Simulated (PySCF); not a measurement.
**SN₂O₂, a complex of two parts: interaction energy**

One table from this session's results is given with a row withheld; the runs are named, their logs left out.

Programs: PySCF 2.14.0. All values are calculated, for the isolated system unless a continuum is named. Atoms count from 0, parts from 1.

## The system as given

5 atoms, charge 0, multiplicity 1; geometry: GFN2-xTB. Parts: 1 = atoms 0–2, `O=S=O`, charge 0; 2 = atoms 3–4, `N#N`, charge 0.

Set-up of the first run:

Job settings and geometry (Å):

```
{"job": {"xc": "PBE0", "basis": "def2-SVPD", "d3": "d3bj", "grid": 2, "kind": "geom", "shake": 0.01}, "charge": 0, "multiplicity": 1, "parts": [{"atoms": "0-2", "charge": 0, "multiplicity": 1}, {"atoms": "3-4", "charge": 0, "multiplicity": 1}]}
O     -1.249604     0.322505    -0.237046
S     -0.118323    -0.189864     0.422353
O      1.081548    -0.211702    -0.353720
N     -0.619011    -2.378231    -0.303102
N     -0.805452    -2.890363    -1.273129
```

Launch:

```
$ OMP_NUM_THREADS=1 python cluster_run.py task.json out
```

One launch serves the whole session: the jobs run in the order shown.

Among the steps run: Optimising the geometry at PBE0-D3(BJ)/def2-SVPD; Coupled-cluster interaction energy: CCSD(T) and MP2.

One table of the session follows, with a row left open; its other results are not shown here.

It belongs to the step «Coupled-cluster interaction energy: CCSD(T) and MP2». 

```
                 method  interaction energy (kcal/mol)
         HF/aug-cc-pVDZ                           0.31
        MP2/aug-cc-pVDZ                          -0.78
       CCSD/aug-cc-pVDZ                              ?
    CCSD(T)/aug-cc-pVDZ                          -0.59
         HF/aug-cc-pVTZ                           0.29
        MP2/aug-cc-pVTZ                          -0.98
    SCS-MP2/aug-cc-pVTZ                          -0.65
      MP2, extrapolated                          -1.05
CCSD(T), limit estimate                          -0.86
```

**Question.** Estimate the row for CCSD/aug-cc-pVDZ.

**Answer.** interaction energy (kcal/mol): -0.47. In the column «interaction energy (kcal/mol)» it lies between CCSD(T)/aug-cc-pVDZ (-0.59) and HF/aug-cc-pVTZ (0.29).

Caveats from the session: At this geometry a test (T1, the size of the triples or of CCSD(T) less MP2, charge moved between the parts) flags the run, so its CCSD(T) estimate is not taken as a benchmark.
